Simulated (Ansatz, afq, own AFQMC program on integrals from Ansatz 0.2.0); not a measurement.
# AFQMC, coupled cluster and functionals along a coordinate of GeH$_{4}$ + N, quartet

| atom | x (Å) | y (Å) | z (Å) |
| --- | --- | --- | --- |
| Ge | -0.4599 | 0.0000 | 0.0000 |
| H | -0.9713 | 1.4466 | 0.0000 |
| H | -0.9713 | -0.7233 | 1.2528 |
| H | -0.9713 | -0.7233 | -1.2528 |
| H | 1.1871 | 0.0000 | 0.0000 |
| N | 2.5091 | 0.0000 | 0.0000 |

A hydrogen atom is moved from one rigid fragment to the other; the Ge1–H5 distance tells how far. The two fragments are held close together, so this isn't a minimum-energy path and the start is a compressed complex. Energies in eV count from this geometry (1.647 Å) at the same level; the start stands on UHF, each point on the determinant named.

Basis cc-pVTZ. Only valence electrons are correlated. AFQMC by an in-house program on the Cholesky factors that Ansatz 0.2.0 writes for its CCSD(T) run. The CISD trial takes its coefficients from CCSD amplitudes. Released means that phaseless walkers are propagated on without the constraint, phases kept. Uncertainties: one standard error, sampling alone. No spin–orbit coupling.

Cautions, each for one point or more: inner d shell frozen; lower spins were not checked; no relativity below Rb; no spin-orbit coupling; the ph-AFQMC/CISD walk drifts between its halves.

| r(Ge1–H5) / Å | det. | T1 | weight | ⟨S²⟩ | MP2 | r2SCAN | CCSD(T) |
| --- | --- | --- | --- | --- | --- | --- | --- |
| 1.760 | UHF | 0.017 | 0.87 | 3.80 | -0.008 | -0.041 | -0.011 |
| 1.816 | UHF | 0.016 | 0.87 | 3.79 | -0.057 | -0.064 | -0.042 |
| 1.929 | UHF | 0.014 | 0.88 | 3.78 | -0.114 | -0.029 | -0.056 |

Q: Estimate the curve of phaseless AFQMC with a CISD trial, counted from the same start.

A: 
```tsv
r(Ge1–H5) / Å	det.	T1	weight	⟨S²⟩	ph-AFQMC/CISD	released AFQMC
1.760	UHF	0.017	0.87	3.80	-0.004 ± 0.007	-0.012 ± 0.009
1.816	UHF	0.016	0.87	3.79	-0.036 ± 0.006	-0.051 ± 0.009
1.929	UHF	0.014	0.88	3.78	-0.051 ± 0.007	-0.051 ± 0.007
```

Weight is that of the determinant in the CISD state; at the start T1 is 0.017 and the weight 0.87, and ⟨S²⟩ is 3.79. Largest departures from phaseless AFQMC with a CISD trial: CCSD(T) -0.007 eV at 1.760 (on UHF) (within the noise), released AFQMC -0.014 eV at 1.816 (on UHF) (within the noise), MP2 -0.063 eV at 1.929 (on UHF), r2SCAN -0.037 eV at 1.760. The walk's constraint bias lies outside its error bars, so these are departures and not errors. Functionals count only at points shown to share the start's state and spin.

A walk keeps the symmetry of its determinant, which the program's search chose and which needn't be the lowest solution, so a lower state of the same spin and another symmetry isn't excluded. Released energies are given only where the last usable release times agree within the noise; a slower fall can still hide under it.
